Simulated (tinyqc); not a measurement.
Worked calculation (part 1 of 2): CCSD on RHF in the sto-6g basis, for H2O, spin multiplicity 1. Computed by tinyqc, a small Python program that keeps every step (integrals from PySCF). Settings: charge = 0, multiplicity = 1, basis = sto-6g, method = RHF, energy threshold = 1e-10, iteration cap = 75, orthogonalisation = symmetric, start = core, DIIS depth = 6, amplitude equations = CCSD, DIIS depth for amplitudes = 0, cap on updates = 90. Command: `OMP_NUM_THREADS=1 python tinyqc.py 24874 24875 out.jsonl` (the two numbers bound the seeds that draw the settings). One thread of a shared host (Intel(R) Xeon(R) Processor @ 2.60GHz), about 0.3 s of CPU time with the checks. Later iterations appear only in the table of the cycle.

## One-electron integrals

Geometry (angstrom):
```
atom         x          y         z
O     0.000000   0.000000  0.000000
H     0.000000   0.800000  0.590000
H     0.000000  -0.800000  0.590000
```

Basis sto-6g: exponents (1/bohr^2) and contraction coefficients of normalised primitives:
```
element  l (shell)     exponent  coefficient
O            s (1)  1355.584234     0.009164
O            s (1)   248.544885     0.049361
O            s (1)    69.533902     0.168538
O            s (1)    23.886772     0.370563
O            s (1)     9.275933     0.416492
O            s (1)     3.820341     0.130334
O            s (2)    52.187762    -0.013253
O            s (2)    10.329320    -0.046992
O            s (2)     3.210345    -0.033785
O            s (2)     1.235135     0.250242
O            s (2)     0.536420     0.595117
O            s (2)     0.245881     0.240706
O            p (3)    52.187762     0.003760
O            p (3)    10.329320     0.037679
O            p (3)     3.210345     0.173897
O            p (3)     1.235135     0.418036
O            p (3)     0.536420     0.425860
O            p (3)     0.245881     0.101708
H            s (1)    35.523221     0.009164
H            s (1)     6.513144     0.049361
H            s (1)     1.822143     0.168538
H            s (1)     0.625955     0.370563
H            s (1)     0.243077     0.416492
H            s (1)     0.100112     0.130334
```

Overlap, kinetic and nuclear-attraction integrals over the contracted functions; the nuclear repulsion is the sum of Za Zb / Rab.

nuclear repulsion = 8.84840293 hartree

overlap S, order 1O 1s, 1O 2s, 1O 2px, 1O 2py, 1O 2pz, 2H 1s, 3H 1s:
$$\begin{pmatrix}
1.000000 & 0.231145 & 0.000000 & 0.000000 & 0.000000 & 0.050939 & 0.050939 \\
0.231145 & 1.000000 & 0.000000 & 0.000000 & 0.000000 & 0.452996 & 0.452996 \\
0.000000 & 0.000000 & 1.000000 & 0.000000 & 0.000000 & 0.000000 & 0.000000 \\
0.000000 & 0.000000 & 0.000000 & 1.000000 & 0.000000 & 0.305548 & -0.305548 \\
0.000000 & 0.000000 & 0.000000 & 0.000000 & 1.000000 & 0.225342 & 0.225342 \\
0.050939 & 0.452996 & 0.000000 & 0.305548 & 0.225342 & 1.000000 & 0.222063 \\
0.050939 & 0.452996 & 0.000000 & -0.305548 & 0.225342 & 0.222063 & 1.000000
\end{pmatrix}$$

kinetic energy T (hartree), order 1O 1s, 1O 2s, 1O 2px, 1O 2py, 1O 2pz, 2H 1s, 3H 1s:
$$\begin{pmatrix}
29.327197 & -0.896024 & 0.000000 & 0.000000 & 0.000000 & -0.003662 & -0.003662 \\
-0.896024 & 0.842618 & 0.000000 & 0.000000 & 0.000000 & 0.110846 & 0.110846 \\
0.000000 & 0.000000 & 2.531309 & 0.000000 & 0.000000 & 0.000000 & 0.000000 \\
0.000000 & 0.000000 & 0.000000 & 2.531309 & 0.000000 & 0.204877 & -0.204877 \\
0.000000 & 0.000000 & 0.000000 & 0.000000 & 2.531309 & 0.151096 & 0.151096 \\
-0.003662 & 0.110846 & 0.000000 & 0.204877 & 0.151096 & 0.768522 & 0.001195 \\
-0.003662 & 0.110846 & 0.000000 & -0.204877 & 0.151096 & 0.001195 & 0.768522
\end{pmatrix}$$

nuclear attraction V (hartree), order 1O 1s, 1O 2s, 1O 2px, 1O 2py, 1O 2pz, 2H 1s, 3H 1s:
$$\begin{pmatrix}
-62.323024 & -6.397383 & 0.000000 & 0.000000 & -0.018078 & -1.614710 & -1.614710 \\
-6.397383 & -10.053614 & 0.000000 & 0.000000 & -0.203687 & -3.615872 & -3.615872 \\
0.000000 & 0.000000 & -9.976360 & 0.000000 & 0.000000 & 0.000000 & 0.000000 \\
0.000000 & 0.000000 & 0.000000 & -10.125680 & 0.000000 & -2.174493 & 2.174493 \\
-0.018078 & -0.203687 & 0.000000 & 0.000000 & -10.057576 & -1.665644 & -1.665644 \\
-1.614710 & -3.615872 & 0.000000 & -2.174493 & -1.665644 & -5.693876 & -1.398209 \\
-1.614710 & -3.615872 & 0.000000 & 2.174493 & -1.665644 & -1.398209 & -5.693876
\end{pmatrix}$$

core Hamiltonian H = T + V (hartree), order 1O 1s, 1O 2s, 1O 2px, 1O 2py, 1O 2pz, 2H 1s, 3H 1s:
$$\begin{pmatrix}
-32.995826 & -7.293407 & 0.000000 & 0.000000 & -0.018078 & -1.618371 & -1.618371 \\
-7.293407 & -9.210996 & 0.000000 & 0.000000 & -0.203687 & -3.505025 & -3.505025 \\
0.000000 & 0.000000 & -7.445052 & 0.000000 & 0.000000 & 0.000000 & 0.000000 \\
0.000000 & 0.000000 & 0.000000 & -7.594372 & 0.000000 & -1.969616 & 1.969616 \\
-0.018078 & -0.203687 & 0.000000 & 0.000000 & -7.526268 & -1.514547 & -1.514547 \\
-1.618371 & -3.505025 & 0.000000 & -1.969616 & -1.514547 & -4.925354 & -1.397014 \\
-1.618371 & -3.505025 & 0.000000 & 1.969616 & -1.514547 & -1.397014 & -4.925354
\end{pmatrix}$$

## Two-electron integrals

Functions are numbered as in S; the eight-fold symmetry (ij|kl) = (ji|kl) = (kl|ij) leaves the list below.

Two-electron integrals (ij|kl) in chemists' order, unique and non-zero (hartree):
```
(11|11) 4.787491    (21|11) 0.675884    (21|21) 0.121505    (22|11) 1.117379
(22|21) 0.249212    (22|22) 0.817383    (31|31) 0.025762    (32|31) 0.039145
(32|32) 0.180664    (33|11) 1.117381    (33|21) 0.249212    (33|22) 0.817382
(33|33) 0.880663    (41|41) 0.025762    (42|41) 0.039145    (42|42) 0.180664
(43|43) 0.047461    (44|11) 1.117381    (44|21) 0.249212    (44|22) 0.817382
(44|33) 0.785741    (44|44) 0.880663    (51|51) 0.025762    (52|51) 0.039145
(52|52) 0.180664    (53|53) 0.047461    (54|54) 0.047461    (55|11) 1.117381
(55|21) 0.249212    (55|22) 0.817382    (55|33) 0.785741    (55|44) 0.785741
(55|55) 0.880663    (61|11) 0.158925    (61|21) 0.027378    (61|22) 0.054907
(61|33) 0.054788    (61|41) 0.001076    (61|42) 0.002100    (61|44) 0.055019
(61|51) 0.000794    (61|52) 0.001549    (61|54) 0.000170    (61|55) 0.054914
(61|61) 0.006288    (62|11) 0.378766    (62|21) 0.085622    (62|22) 0.309995
(62|33) 0.304901    (62|41) 0.005504    (62|42) 0.040262    (62|44) 0.314799
(62|51) 0.004059    (62|52) 0.029693    (62|54) 0.007300    (62|55) 0.310284
(62|61) 0.019386    (62|62) 0.145001    (63|31) 0.009610    (63|32) 0.053768
(63|43) 0.008345    (63|53) 0.006154    (63|63) 0.020748    (64|11) 0.217172
(64|21) 0.049799    (64|22) 0.192318    (64|33) 0.183603    (64|41) 0.012434
(64|42) 0.077489    (64|44) 0.206418    (64|51) 0.002083    (64|52) 0.017494
(64|54) 0.010672    (64|55) 0.186934    (64|61) 0.011803    (64|62) 0.109394
(64|64) 0.102437    (65|11) 0.160164    (65|21) 0.036727    (65|22) 0.141835
(65|33) 0.135407    (65|41) 0.002083    (65|42) 0.017494    (65|44) 0.139925
(65|51) 0.011146    (65|52) 0.066670    (65|54) 0.011677    (65|55) 0.150173
(65|61) 0.008705    (65|62) 0.080678    (65|64) 0.060246    (65|65) 0.065179
(66|11) 0.514925    (66|21) 0.118563    (66|22) 0.490093    (66|33) 0.470394
(66|41) 0.010092    (66|42) 0.100199    (66|44) 0.508670    (66|51) 0.007443
(66|52) 0.073896    (66|54) 0.028228    (66|55) 0.491213    (66|61) 0.027140
(66|62) 0.287485    (66|64) 0.247796    (66|65) 0.182749    (66|66) 0.774999
(71|11) 0.158925    (71|21) 0.027378    (71|22) 0.054907    (71|33) 0.054788
(71|41) -0.001076   (71|42) -0.002100   (71|44) 0.055019    (71|51) 0.000794
(71|52) 0.001549    (71|54) -0.000170   (71|55) 0.054914    (71|61) 0.006191
(71|62) 0.018714    (71|64) 0.010358    (71|65) 0.008401    (71|66) 0.025828
(71|71) 0.006288    (72|11) 0.378766    (72|21) 0.085622    (72|22) 0.309995
(72|33) 0.304901    (72|41) -0.005504   (72|42) -0.040262   (72|44) 0.314799
(72|51) 0.004059    (72|52) 0.029693    (72|54) -0.007300   (72|55) 0.310284
(72|61) 0.018714    (72|62) 0.117177    (72|64) 0.060923    (72|65) 0.063332
(72|66) 0.190123    (72|71) 0.019386    (72|72) 0.145001    (73|31) 0.009610
(73|32) 0.053768    (73|43) -0.008345   (73|53) 0.006154    (73|63) 0.016223
(73|73) 0.020748    (74|11) -0.217172   (74|21) -0.049799   (74|22) -0.192318
(74|33) -0.183603   (74|41) 0.012434    (74|42) 0.077489    (74|44) -0.206418
(74|51) -0.002083   (74|52) -0.017494   (74|54) 0.010672    (74|55) -0.186934
(74|61) -0.010358   (74|62) -0.060923   (74|64) -0.015954   (74|65) -0.032188
(74|66) -0.087656   (74|71) -0.011803   (74|72) -0.109394   (74|74) 0.102437
(75|11) 0.160164    (75|21) 0.036727    (75|22) 0.141835    (75|33) 0.135407
(75|41) -0.002083   (75|42) -0.017494   (75|44) 0.139925    (75|51) 0.011146
(75|52) 0.066670    (75|54) -0.011677   (75|55) 0.150173    (75|61) 0.008401
(75|62) 0.063332    (75|64) 0.032188    (75|65) 0.049910    (75|66) 0.112514
(75|71) 0.008705    (75|72) 0.080678    (75|74) -0.060246   (75|75) 0.065179
(76|11) 0.139506    (76|21) 0.031832    (76|22) 0.124195    (76|33) 0.121466
(76|44) 0.123966    (76|51) 0.002420    (76|52) 0.020692    (76|55) 0.127152
(76|61) 0.007123    (76|62) 0.057076    (76|64) 0.037160    (76|65) 0.035716
(76|66) 0.115504    (76|71) 0.007123    (76|72) 0.057076    (76|74) -0.037160
(76|75) 0.035716    (76|76) 0.027327    (77|11) 0.514925    (77|21) 0.118563
(77|22) 0.490093    (77|33) 0.470394    (77|41) -0.010092   (77|42) -0.100199
(77|44) 0.508670    (77|51) 0.007443    (77|52) 0.073896    (77|54) -0.028228
(77|55) 0.491213    (77|61) 0.025828    (77|62) 0.190123    (77|64) 0.087656
(77|65) 0.112514    (77|66) 0.326067    (77|71) 0.027140    (77|72) 0.287485
(77|74) -0.247796   (77|75) 0.182749    (77|76) 0.115504    (77|77) 0.774999
```

## Orthogonalisation

S = U s U^T; symmetric (Loewdin) form X = U s^(-1/2) U^T, so that X^T S X = 1.

eigenvalues of S: [0.366417, 0.442821, 0.889945, 1.000000, 1.088733, 1.335116, 1.876968]

X, order 1O 1s, 1O 2s, 1O 2px, 1O 2py, 1O 2pz, 2H 1s, 3H 1s:
$$\begin{pmatrix}
1.022726 & -0.137158 & 0.000000 & 0.000000 & -0.008531 & 0.019467 & 0.019467 \\
-0.137158 & 1.221268 & 0.000000 & 0.000000 & 0.097805 & -0.277343 & -0.277343 \\
0.000000 & 0.000000 & 1.000000 & 0.000000 & 0.000000 & 0.000000 & 0.000000 \\
0.000000 & 0.000000 & 0.000000 & 1.104795 & 0.000000 & -0.218230 & 0.218230 \\
-0.008531 & 0.097805 & 0.000000 & 0.000000 & 1.047734 & -0.135787 & -0.135787 \\
0.019467 & -0.277343 & 0.000000 & -0.218230 & -0.135787 & 1.186003 & -0.077395 \\
0.019467 & -0.277343 & 0.000000 & 0.218230 & -0.135787 & -0.077395 & 1.186003
\end{pmatrix}$$

## Starting guess

The start is the orbitals of the core Hamiltonian; D = 2 C_occ C_occ^T.

D at the start, order 1O 1s, 1O 2s, 1O 2px, 1O 2py, 1O 2pz, 2H 1s, 3H 1s:
$$\begin{pmatrix}
2.126953 & -0.585735 & 0.000000 & 0.000000 & -0.049938 & 0.085478 & 0.085478 \\
-0.585735 & 2.687024 & 0.000000 & 0.000000 & 0.313318 & -0.380163 & -0.380163 \\
0.000000 & 0.000000 & 2.000000 & 0.000000 & 0.000000 & 0.000000 & 0.000000 \\
0.000000 & 0.000000 & 0.000000 & 2.362394 & 0.000000 & -0.370470 & 0.370470 \\
-0.049938 & 0.313318 & 0.000000 & 0.000000 & 2.166820 & -0.234905 & -0.234905 \\
0.085478 & -0.380163 & 0.000000 & -0.370470 & -0.234905 & 0.128941 & 0.012747 \\
0.085478 & -0.380163 & 0.000000 & 0.370470 & -0.234905 & 0.012747 & 0.128941
\end{pmatrix}$$

## Iteration 1: building the Fock matrix

J_ij = sum D_kl (ij|kl), K_ij = sum D_kl (ik|jl); F = H + J - 0.5 K; E = tr D H + tr D J / 2 - 0.25 tr D K + E_nn.

Coulomb J (hartree), order 1O 1s, 1O 2s, 1O 2px, 1O 2py, 1O 2pz, 2H 1s, 3H 1s:
$$\begin{pmatrix}
18.831433 & 3.394276 & 0.000000 & 0.000000 & 0.004477 & 0.768640 & 0.768640 \\
3.394276 & 8.876525 & 0.000000 & 0.000000 & -0.004308 & 3.258648 & 3.258648 \\
0.000000 & 0.000000 & 8.881290 & 0.000000 & 0.000000 & 0.000000 & 0.000000 \\
0.000000 & 0.000000 & 0.000000 & 8.872597 & 0.000000 & 1.978339 & -1.978339 \\
0.004477 & -0.004308 & 0.000000 & 0.000000 & 8.875684 & 1.456038 & 1.456038 \\
0.768640 & 3.258648 & 0.000000 & 1.978339 & 1.456038 & 4.929188 & 1.274676 \\
0.768640 & 3.258648 & 0.000000 & -1.978339 & 1.456038 & 1.274676 & 4.929188
\end{pmatrix}$$

exchange K (hartree), order 1O 1s, 1O 2s, 1O 2px, 1O 2py, 1O 2pz, 2H 1s, 3H 1s:
$$\begin{pmatrix}
9.897824 & 1.596931 & 0.000000 & 0.000000 & 0.001430 & 0.387262 & 0.387262 \\
1.596931 & 2.853110 & 0.000000 & 0.000000 & 0.001813 & 0.915140 & 0.915140 \\
0.000000 & 0.000000 & 2.379813 & 0.000000 & 0.000000 & 0.000000 & 0.000000 \\
0.000000 & 0.000000 & 0.000000 & 2.369135 & 0.000000 & 0.414687 & -0.414687 \\
0.001430 & 0.001813 & 0.000000 & 0.000000 & 2.371770 & 0.304428 & 0.304428 \\
0.387262 & 0.915140 & 0.000000 & 0.414687 & 0.304428 & 0.446266 & 0.267597 \\
0.387262 & 0.915140 & 0.000000 & -0.414687 & 0.304428 & 0.267597 & 0.446266
\end{pmatrix}$$

Fock matrix F (hartree), order 1O 1s, 1O 2s, 1O 2px, 1O 2py, 1O 2pz, 2H 1s, 3H 1s:
$$\begin{pmatrix}
-19.113306 & -4.697597 & 0.000000 & 0.000000 & -0.014316 & -1.043362 & -1.043362 \\
-4.697597 & -1.761025 & 0.000000 & 0.000000 & -0.208901 & -0.703948 & -0.703948 \\
0.000000 & 0.000000 & 0.246332 & 0.000000 & 0.000000 & 0.000000 & 0.000000 \\
0.000000 & 0.000000 & 0.000000 & 0.093658 & 0.000000 & -0.198620 & 0.198620 \\
-0.014316 & -0.208901 & 0.000000 & 0.000000 & 0.163531 & -0.210723 & -0.210723 \\
-1.043362 & -0.703948 & 0.000000 & -0.198620 & -0.210723 & -0.219298 & -0.256136 \\
-1.043362 & -0.703948 & 0.000000 & 0.198620 & -0.210723 & -0.256136 & -0.219298
\end{pmatrix}$$

total energy of this density = -73.97116450 hartree

## Iteration 1: diagonalisation and new density

Diagonalise F' = X^T F X, C = X C', fill 5 alpha and 5 beta electrons from the bottom; D = 2 C_occ C_occ^T. Each column has its largest component positive (the first on a tie).

F' = X^T F X (hartree):
$$\begin{pmatrix}
-18.783135 & -2.462512 & 0.000000 & 0.000000 & -0.016941 & -0.181004 & -0.181004 \\
-2.462512 & -0.715622 & 0.000000 & 0.000000 & -0.051110 & -0.389025 & -0.389025 \\
0.000000 & 0.000000 & 0.246332 & 0.000000 & 0.000000 & 0.000000 & 0.000000 \\
0.000000 & 0.000000 & 0.000000 & 0.309374 & 0.000000 & -0.328890 & 0.328890 \\
-0.016941 & -0.051110 & 0.000000 & 0.000000 & 0.261506 & -0.224139 & -0.224139 \\
-0.181004 & -0.389025 & 0.000000 & -0.328890 & -0.224139 & 0.197895 & -0.088874 \\
-0.181004 & -0.389025 & 0.000000 & 0.328890 & -0.224139 & -0.088874 & 0.197895
\end{pmatrix}$$

orbital energies (hartree): MO1 -19.118349, MO2 -0.750198, MO3 -0.167186, MO4 0.123621, MO5 0.246332, MO6 0.616695, MO7 0.763329

coefficients C, order 1O 1s, 1O 2s, 1O 2px, 1O 2py, 1O 2pz, 2H 1s, 3H 1s:
$$\begin{pmatrix}
0.995671 & -0.215406 & 0.000000 & 0.128634 & 0.000000 & -0.106313 & 0.000000 \\
0.020120 & 0.792866 & 0.000000 & -0.681890 & 0.000000 & 0.761378 & 0.000000 \\
0.000000 & 0.000000 & 0.000000 & 0.000000 & 1.000000 & 0.000000 & 0.000000 \\
0.000000 & 0.000000 & 0.550796 & 0.000000 & 0.000000 & 0.000000 & 1.006204 \\
0.002863 & 0.194485 & 0.000000 & 0.682393 & 0.000000 & 0.800480 & 0.000000 \\
-0.004484 & 0.181896 & 0.486900 & 0.351749 & 0.000000 & -0.743915 & -0.780154 \\
-0.004484 & 0.181896 & -0.486900 & 0.351749 & 0.000000 & -0.743915 & 0.780154
\end{pmatrix}$$

D after iteration 1, order 1O 1s, 1O 2s, 1O 2px, 1O 2py, 1O 2pz, 2H 1s, 3H 1s:
$$\begin{pmatrix}
2.108616 & -0.476939 & 0.000000 & 0.000000 & 0.097472 & 0.003202 & 0.003202 \\
-0.476939 & 2.188030 & 0.000000 & 0.000000 & -0.622118 & -0.191450 & -0.191450 \\
0.000000 & 0.000000 & 2.000000 & 0.000000 & 0.000000 & 0.000000 & 0.000000 \\
0.000000 & 0.000000 & 0.000000 & 0.606751 & 0.000000 & 0.536365 & -0.536365 \\
0.097472 & -0.622118 & 0.000000 & 0.000000 & 1.006986 & 0.550788 & 0.550788 \\
0.003202 & -0.191450 & 0.000000 & 0.536365 & 0.550788 & 0.787810 & -0.160477 \\
0.003202 & -0.191450 & 0.000000 & -0.536365 & 0.550788 & -0.160477 & 0.787810
\end{pmatrix}$$

## Iteration 8 (converged): orbitals

converged F (hartree), order 1O 1s, 1O 2s, 1O 2px, 1O 2py, 1O 2pz, 2H 1s, 3H 1s:
$$\begin{pmatrix}
-20.501565 & -4.963174 & 0.000000 & 0.000000 & -0.027814 & -1.101740 & -1.101740 \\
-4.963174 & -2.329463 & 0.000000 & 0.000000 & -0.108943 & -0.950612 & -0.950612 \\
0.000000 & 0.000000 & -0.393052 & 0.000000 & 0.000000 & 0.000000 & 0.000000 \\
0.000000 & 0.000000 & 0.000000 & -0.303164 & 0.000000 & -0.391715 & 0.391715 \\
-0.027814 & -0.108943 & 0.000000 & 0.000000 & -0.334185 & -0.346118 & -0.346118 \\
-1.101740 & -0.950612 & 0.000000 & -0.391715 & -0.346118 & -0.530017 & -0.340505 \\
-1.101740 & -0.950612 & 0.000000 & 0.391715 & -0.346118 & -0.340505 & -0.530017
\end{pmatrix}$$

As before.

F' = X^T F X (hartree):
$$\begin{pmatrix}
-20.173186 & -2.506552 & 0.000000 & 0.000000 & -0.046184 & -0.183423 & -0.183423 \\
-2.506552 & -1.201890 & 0.000000 & 0.000000 & 0.110771 & -0.487957 & -0.487957 \\
0.000000 & 0.000000 & -0.393052 & 0.000000 & 0.000000 & 0.000000 & 0.000000 \\
0.000000 & 0.000000 & 0.000000 & -0.010316 & 0.000000 & -0.458721 & 0.458721 \\
-0.046184 & 0.110771 & 0.000000 & 0.000000 & -0.193914 & -0.316725 & -0.316725 \\
-0.183423 & -0.487957 & 0.000000 & -0.458721 & -0.316725 & 0.009008 & -0.091623 \\
-0.183423 & -0.487957 & 0.000000 & 0.458721 & -0.316725 & -0.091623 & 0.009008
\end{pmatrix}$$

orbital energies (hartree): MO1 -20.504721, MO2 -1.255082, MO3 -0.605939, MO4 -0.448107, MO5 -0.393052, MO6 0.556303, MO7 0.696255

coefficients C, order 1O 1s, 1O 2s, 1O 2px, 1O 2py, 1O 2pz, 2H 1s, 3H 1s:
$$\begin{pmatrix}
0.996695 & -0.223293 & 0.000000 & 0.092126 & 0.000000 & -0.117737 & 0.000000 \\
0.015493 & 0.851439 & 0.000000 & -0.513234 & 0.000000 & 0.827717 & 0.000000 \\
0.000000 & 0.000000 & 0.000000 & 0.000000 & 1.000000 & 0.000000 & 0.000000 \\
0.000000 & 0.000000 & 0.605081 & 0.000000 & 0.000000 & 0.000000 & 0.974525 \\
0.002942 & 0.114882 & 0.000000 & 0.778238 & 0.000000 & 0.724845 & 0.000000 \\
-0.003501 & 0.152037 & 0.443438 & 0.289649 & 0.000000 & -0.776671 & -0.805652 \\
-0.003501 & 0.152037 & -0.443438 & 0.289649 & 0.000000 & -0.776671 & 0.805652
\end{pmatrix}$$

D after iteration 8, order 1O 1s, 1O 2s, 1O 2px, 1O 2py, 1O 2pz, 2H 1s, 3H 1s:
$$\begin{pmatrix}
2.103497 & -0.443921 & 0.000000 & 0.000000 & 0.097952 & -0.021509 & -0.021509 \\
-0.443921 & 1.977192 & 0.000000 & 0.000000 & -0.603115 & -0.038522 & -0.038522 \\
0.000000 & 0.000000 & 2.000000 & 0.000000 & 0.000000 & 0.000000 & 0.000000 \\
0.000000 & 0.000000 & 0.000000 & 0.732246 & 0.000000 & 0.536632 & -0.536632 \\
0.097952 & -0.603115 & 0.000000 & 0.000000 & 1.237722 & 0.485743 & 0.485743 \\
-0.021509 & -0.038522 & 0.000000 & 0.536632 & 0.485743 & 0.607323 & -0.179227 \\
-0.021509 & -0.038522 & 0.000000 & -0.536632 & 0.485743 & -0.179227 & 0.607323
\end{pmatrix}$$

## Convergence

Stop when the energy changes by less than 1e-10 hartree and every element of the error matrix X^T (F D S - S D F) X is below 3e-06.

Course of the cycle:
```
iteration   E (hartree)     change  largest element of the error matrix
1          -73.97116450          -                             6.56e-01
2          -75.65176821  -1.68e+00                             1.23e-01
3          -75.67746301  -2.57e-02                             2.91e-02
4          -75.67867802  -1.22e-03                             4.06e-03
5          -75.67873504  -5.70e-05                             1.14e-03
6          -75.67873935  -4.31e-06                             1.06e-04
7          -75.67873938  -3.03e-08                             1.86e-07
8          -75.67873938  -1.42e-14                             3.92e-09
```

PySCF RHF in the same basis = -75.67873938 hartree

Converged in 8 iterations.

## Populations, bond orders and dipole

Mulliken: Z minus the diagonal of D S on the atom; Loewdin: the same with S^(1/2) D S^(1/2); Mayer order: 2 sum_s sum (D(s) S)_ij (D(s) S)_ji over the two atoms.

Charges (e):
```
atom   Mulliken    Loewdin
1O    -0.355195  -0.251525
2H     0.177598   0.125762
3H     0.177598   0.125762
```

Mayer bond orders:
```
pair     order
2-1   0.954672
3-1   0.954672
3-2   0.013787
```

dipole moment about the origin, x y z (debye): [0.000000, 0.000000, 1.697983]
